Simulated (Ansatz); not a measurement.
A made-up structure of BSiNH5, doublet:

```xyz
8
angstrom
B -1.3438 0.0562 -1.0995
N -0.2468 0.4978 -0.3812
Si 0.6883 -0.4805 0.7291
H -1.9967 0.7066 -1.8631
H 0.0462 1.4636 -0.5001
H 0.6573 0.1258 2.0859
H -1.5266 -0.9452 -0.5645
H 0.0908 -1.8328 0.7462
```

It is relaxed with PBE-D4/def2-SVP and then PBE0-D4/def2-TZVP (Ansatz 0.2.0). Atoms count as bonded within 1.22 times the sum of their covalent radii (H–H: 0.88 Å). The end point is not checked to be a true minimum.

**Question.** Does its bonding change? (Judge from chemistry; the calculation decides.)

**Answer.** The calculation gives: No: no bond forms or breaks.

Where it ends: The first stage lowers the energy by 0.51 eV in 9 steps. It ends as BSiNH₅ ([BH2][NH][SiH2]):
B1  (-1.353, 0.023, -1.106)
N2  (-0.307, 0.472, -0.287)
Si3  (0.700, -0.510, 0.745)
H4  (-1.935, 0.802, -1.804)
H5  (-0.071, 1.454, -0.342)
H6  (1.015, 0.255, 1.987)
H7  (-1.644, -1.139, -1.083)
H8  (-0.036, -1.767, 1.042)
(Å)

Labels in which every atom is bracketed show which atoms are joined, not bond orders.

For scale, one of the runs: PBE0-D4/def2-TZVP relaxation, 129 basis functions, launched by `ansatz run in.yaml --threads 2 --pin off --events-out ev --progress --plain --max-ram 4352MiB`. Hardware: 2 CPU threads of an Arm Neoverse V1, shared host. Wall time about 25 s.
